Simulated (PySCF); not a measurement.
# MgH: from the state search to spectroscopic constants

The task here is to estimate one member of a computed series from the others.

Method: Mg aug-pcseg-1, H aug-pcseg-1, no relativity; program: PySCF 2.14.0.

The first run:

Settings of the job:

```yaml
atoms: Mg, H
charge: 0
basis: Mg aug-pcseg-1, H aug-pcseg-1
Hamiltonian: no relativity
basis_functions: 23
electrons_treated: 13
masses_in_u: 23.9850, 1.0078
levels: PBE0, PBE, r²SCAN, M06-2X, TPSS, M06-L, LC-ωPBE, HF, MP2, SCS-MP2, CCSD, CCSD(T)
grid: 80 radial by 434 angular points
occupations: held fixed by the projection of orbital angular momentum
dissociation_limit: Mg + H, each in its ground configuration
starting_distance_in_angstrom: 1.675
values_of_2S_to_try: 1, 3
```

On the command line:

```bash
OMP_NUM_THREADS=1 python dia.py task.json out
```

Among the steps run: Input; PBE0 along the bond; Higher solutions at PBE0; PBE; r²SCAN (meta-GGA); M06-2X (hybrid meta-GGA); TPSS (meta-GGA); M06-L (meta-GGA); LC-ωPBE (range-separated hybrid); UHF (mean field); MP2 and coupled cluster.

One of the session's tables, all rows but one given; the rest of the session is left out.

Energy (eV) from each level's lowest point:

| R (Å) | UHF | UHF-MP2 | UHF-SCS-MP2 | UHF-CCSD | UHF-CCSD(T) |
| --- | --- | --- | --- | --- | --- |
| 1.512 | 0.288 | 0.275 | 0.274 | n/a | n/a |
| 1.582 | 0.128 | 0.120 | 0.120 | 0.137 | 0.137 |
| 1.653 | 0.038 | 0.034 | 0.034 | 0.045 | 0.046 |
| 1.705 | 0.006 | 0.005 | 0.005 | 0.011 | 0.011 |
| 1.758 | 0.000 | 0.000 | 0.000 | 0.000 | 0.000 |
| 1.811 | 0.014 | 0.015 | 0.015 | 0.008 | 0.008 |
| 1.881 | 0.058 | 0.062 | 0.062 | 0.043 | 0.042 |
| 1.969 | ? | ? | ? | ? | ? |
| 2.074 | 0.275 | 0.290 | 0.291 | 0.226 | 0.224 |
| 2.215 | 0.468 | 0.511 | 0.515 | n/a | n/a |

Estimate the missing values for R (Å) = 1.969.

Worked estimate for «UHF». A straight line through the neighbours (1.881, 0.058) and (2.074, 0.275) gives 0.058 + (0.275 − 0.058) × (1.969 − 1.881) / (2.074 − 1.881) = 0.157; a parabola fitted to 4 rows on both sides gives 0.149.

As computed: UHF: 0.144; UHF-MP2: 0.151; UHF-SCS-MP2: 0.151; UHF-CCSD: 0.114; UHF-CCSD(T): 0.113. In «UHF» the line misses by +0.013 and the parabola by +0.005.
